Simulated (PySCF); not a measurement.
Bonds (- single, = double, # triple, : aromatic): C1-C2 1.506 Å, C2=S3 1.660 Å, C2-N4 1.353 Å, N4-C5 1.445 Å, N4-C6 1.448 Å. C1 carries H7, H8, H9; C5 carries H10, H11, H12; C6 carries H13, H14, H15.

Geometry: PBE0-D3(BJ)/def2-SVP; GIAO shifts from PySCF 2.14, gas phase, non-relativistic, averaged over equivalent atoms.

At B97-D/pcSseg-1 (154 basis functions, 24 s wall time on 1 thread of an Arm Neoverse V1, shared host):
| atoms | δ (ppm) |
| --- | --- |
| C2 | 193.1 |
| C5 | 42.5 |
| C6 | 39.9 |
| C1 | 34.0 |
| S3 | 355.8 |
| N4 | 157.1 |
| H10/H11/H12 | 3.61 |
| H13/H14/H15 | 3.05 |
| H7/H8/H9 | 2.49 |

Chemical shifts δ = σref − σ; TMS for $^{13}$C (179.17 ppm) and $^{1}$H (31.41 ppm); CS2 for $^{33}$S (497.29 ppm); $^{15}$N (260.85 ppm) against NH3, all at this level.

Question: What do these become at KT2/pcSseg-1?

Answer: 
```tsv
atoms	δ at KT2/pcSseg-1	change
C2	187.9	-5.2
C5	42.6	+0.1
C6	39.8	-0.1
C1	33.6	-0.4
S3	319.1	-36.7
N4	154.9	-2.2
H10/H11/H12	3.61	+0.00
H13/H14/H15	3.04	-0.01
H7/H8/H9	2.48	-0.01
```

Scale: $^{13}$C (σ = 183.22 ppm), $^{1}$H (σ = 31.18 ppm) vs TMS; $^{33}$S (σ = 518.69 ppm) against CS2; NH3 for $^{15}$N (σ = 264.30 ppm) (reference shieldings calculated alike).

The largest change is at S3 (thione sulfur). Cost: 154 basis functions, 25 s wall time on 1 thread of an Arm Neoverse V1, shared host. The order of the carbon signals is the same at both levels.

Rotation about the amide-type C–N bond is slow at room temperature, so the two groups on nitrogen are listed apart. Experimental scales use liquid or dissolved standards, which lie at an offset from isolated NH3 (liquid NH3: subtract about 20 ppm). Unscaled 15N shifts of sp2 nitrogen come out 20 to 40 ppm too high even then.
